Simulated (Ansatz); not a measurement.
**COF₂ (singlet): wave-function methods side by side, cc-pVQZ**

The task here is to estimate one member of a computed series from the others.

Program: Ansatz 0.2.0, Gaussian basis. Level of theory: cc-pVQZ, core rule «outside noble gas», up to 4 orbitals frozen. These are calculated values, not measurements.

To be run: UHF; CCSD(T) on RHF; BCCD(T) on RHF; CISD; CASSCF and NEVPT2, 18 electrons in 13 orbitals.

17 further runs of the same task are left out: 17 set aside as unsound or not needed.

## The geometry

The geometry is an MP2(full)/6-31G* stationary point (not a proven minimum).

4 atoms, charge 0, spin multiplicity 1.

Atoms are counted from 1 here; the program's logs count them from 0.

Bond lengths: O1–C2 1.186 Å, C2–F3 1.326 Å, C2–F4 1.326 Å. Angles: O1–C2–F3 126.2°, O1–C2–F4 126.2°, F3–C2–F4 107.5°.

The first run:

Input file in.yaml:

```yaml
crystal:
  periodic: [false, false, false]
  atoms:
    - {symbol: O, position_ang: [0.000000, 0.000000, 1.350051]}
    - {symbol: C, position_ang: [0.000000, 0.000000, 0.163694]}
    - {symbol: F, position_ang: [0.000000, 1.069490, -0.620212]}
    - {symbol: F, position_ang: [0.000000, -1.069490, -0.620212]}
basis:
  gaussian: {orbitals: cc-pVQZ}
magnetization: {spin_polarized: true, initial_magnetization: 0}
hamiltonian: {xc: hf}
output: {orbitals: {seedname: orbitals}}
```

Launch:

```
> ansatz run in.yaml --threads 1 --pin off --events-out ev --progress --plain --max-ram 3956MiB --backend cpu
```

Steps of the session up to this table: UHF; CCSD(T) on RHF; BCCD(T) on RHF; CISD; CASSCF and NEVPT2, 18 electrons in 13 orbitals.

One of the session's tables, all rows but one given; the rest of the session is left out.

| method | from RCCSD(T) (meV) |
| --- | --- |
| RHF | +26710.6 |
| RMP2 | +714.7 |
| CISD | +4142.8 |
| RCCSD | +1011.9 |
| RCCSD(T) | 0 |
| BCCD(T) | -12.2 |
| CASSCF valence | +22452.7 |
| NEVPT2 valence | ? |

**Question.** Estimate the row for NEVPT2 valence.

**Answer.** from RCCSD(T) (meV): +2038.4. In the column «from RCCSD(T) (meV)» it lies between RCCSD (+1011.9) and CISD (+4142.8).

With the free atoms at the same levels and basis (separate runs), the atomisation energy is 17.925 eV at RCCSD(T), 11.419 eV at RHF.
